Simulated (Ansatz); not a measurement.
Ansatz results at the PBE0-D4/def2-TZVP geometry: vertical ionisation energy (CCSD(T)/CBS(def2)) 10.32 eV; HOMO energy (B3LYP/def2-TZVPP) -7.33 eV; HOMO energy (PBE0/def2-TZVPP) -7.56 eV.

Each molecule was computed in one conformer, which needn't be the lowest.

Question: Which molecule gave them?
A. `[SiH3]P`
B. `C=C(C)C`
C. `CC=N`
D. PH₃

Answer: C. The others give PH₃: 10.64, -7.66, -7.86; `[SiH3]P`: 10.00, -7.42, -7.64; `C=C(C)C`: 9.60, -6.83, -7.04.

B3LYP here is the variant with VWN-RPA as its local correlation; programs differ in this.
